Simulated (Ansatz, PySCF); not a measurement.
Dissociation curve of Na2, singlet.

- RKS-B3LYP/6-311+G** = restricted B3LYP/6-311+G**, spherical d in PySCF
- UKS-PBE0 = unrestricted PBE0/aug-cc-pVTZ run with Ansatz (a program for electronic structure)
- UHF/aug-cc-pVTZ (Ansatz)
- FCI = full CI/aug-cc-pVTZ, frozen core run with Ansatz

Energies relative to the lowest point of each curve near equilibrium, in kJ/mol:

```tsv
R / Å	RKS-B3LYP/6-311+G**	UKS-PBE0	UHF
2.80	3.8	5.2	17.6
2.96	0.3	0.9	9.6
3.43	5.9	5.0	0.4
3.57	10.2	9.1	0.0
3.88	21.8	20.1	0.7
4.66	53.4	43.8	4.7
5.01	66.0	51.0	6.0
5.70	86.3	59.7	7.4
6.23	98.0	62.9	7.9
7.56	116.0	65.1	8.2
8.45	122.2	65.3	8.3
9.38	126.2	65.3	8.3
```

Question: Estimate the FCI values at these points.

Answer: 2.80: 8.4; 2.96: 2.5; 3.43: 2.5; 3.57: 5.6; 3.88: 14.9; 4.66: 40.2; 5.01: 49.0; 5.70: 60.2; 6.23: 64.6; 7.56: 68.4; 8.45: 69.0; 9.38: 69.2 (kJ/mol).

The restricted form behind RKS-B3LYP/6-311+G** keeps the bonding electrons paired and can't separate into open-shell fragments. The unrestricted determinant behind UKS-PBE0 is spin-contaminated at 3.88 to 9.38 Å (<S²> up to 1.0, against 0.00 for a pure singlet). The unrestricted determinant behind UHF is spin-contaminated at 2.49 to 9.38 Å (<S²> up to 1.0, against 0.00 for a pure singlet).
